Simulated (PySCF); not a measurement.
**Complexes of beryllium hydride**

Gas-phase complexes of beryllium hydride, each in one structure from a short search with a few starts, optimised by PBE0-D3(BJ)/def2-SVPD or PBE0-D3(BJ)/def2-TZVPD; other ways of binding may lie lower. Energies in kcal/mol, wB97M-D3(BJ)/def2-TZVPD, counterpoise-corrected (PySCF): interaction is complex less parts frozen as they stand in it, binding adds what it costs to deform them. Contacts are written partner···beryllium hydride; electrostatic, Pauli and orbital are terms of the uncorrected same energy, whose rest is dispersion or correlation.

2 other partners are left out, for which the search missed the form known or expected to bind best.

Frequency runs check only 4 of the 7 structures; an imaginary mode is left, so that the point isn't a minimum, in the complex with phosphine (23i cm⁻¹).

Task: Order these partners of beryllium hydride by binding energy, strongest first: carbon monoxide, dimethyl ether, hydrogen sulfide, phosphine, methylamine, dinitrogen, dimethyl sulfide.

Result: methylamine (-26.9), dimethyl ether (-23.0), dimethyl sulfide (-16.0), hydrogen sulfide (-8.0), phosphine (-7.5), carbon monoxide (-4.8), dinitrogen (0.1).
```csv
partner,contact,distance (Å),binding,interaction,electrostatic,Pauli,orbital
methylamine,N···Be,1.75,-26.9,-36.2,-63.8,65.2,-35.7
dimethyl ether,O···Be,1.65,-23.0,-31.8,-56.8,61.6,-34.8
dimethyl sulfide,S···Be,2.18,-16.0,-22.9,-38.6,47.6,-29.7
hydrogen sulfide,S···Be,2.22,-8.0,-13.7,-29.5,41.7,-24.7
phosphine,P···Be,2.25,-7.5,-14.8,-29.6,44.0,-27.9
carbon monoxide,C···Be,1.84,-4.8,-11.3,-31.0,52.2,-31.6
dinitrogen,N···Be,1.85,0.1,-4.7,-21.8,39.5,-21.5
```
